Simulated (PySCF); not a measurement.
Does the answer move with the share of exact exchange?

Species: CFCl3.
SMILES: `FC(Cl)(Cl)Cl`

PySCF, IGLO-III basis, density fitting, gas phase, GFN2-xTB geometry. One functional is left out:

```json
{"functional": "HCTH407", "exact exchange (%)": "0", "HOMO energy (eV)": "-7.77", "LUMO energy (eV)": "-2.41", "dipole moment (D)": "0.437"}
{"functional": "OLYP", "exact exchange (%)": "0", "HOMO energy (eV)": "-7.41", "LUMO energy (eV)": "-2.07", "dipole moment (D)": "0.423"}
{"functional": "revPBE", "exact exchange (%)": "0", "HOMO energy (eV)": "-7.50", "LUMO energy (eV)": "-2.20", "dipole moment (D)": "0.390"}
{"functional": "mPW1PW91", "exact exchange (%)": "25", "HOMO energy (eV)": "-9.08", "LUMO energy (eV)": "-1.26", "dipole moment (D)": "0.462"}
{"functional": "BHandHLYP", "exact exchange (%)": "50", "HOMO energy (eV)": "-10.35", "LUMO energy (eV)": "0.01", "dipole moment (D)": "0.578"}
```

**Question.** Predict the row of B97-2 (21 % exact exchange) by straight lines through the other rows, and check it.

**Answer.** 
```csv
property,line,computed,computed − line,"mPW1PW91 (25 %), for comparison"
HOMO energy (eV),-8.76,-8.79,-0.03,-9.08
LUMO energy (eV),-1.32,-1.34,-0.02,-1.26
dipole moment (D),0.476,0.443,-0.033,0.462
```

**Question.** Which of these properties follows the share of exact exchange most closely, and which least?

**Answer.** Most closely the HOMO energy, least the dipole moment; the correlations over the tabulated rows are HOMO energy -0.994, LUMO energy 0.990, dipole moment 0.948. The HOMO energy moves by -0.564 eV for every 10 %. Functionals with the same share still differ in their other parts: at 0 % HCTH407 and OLYP differ by 0.36 eV in it.
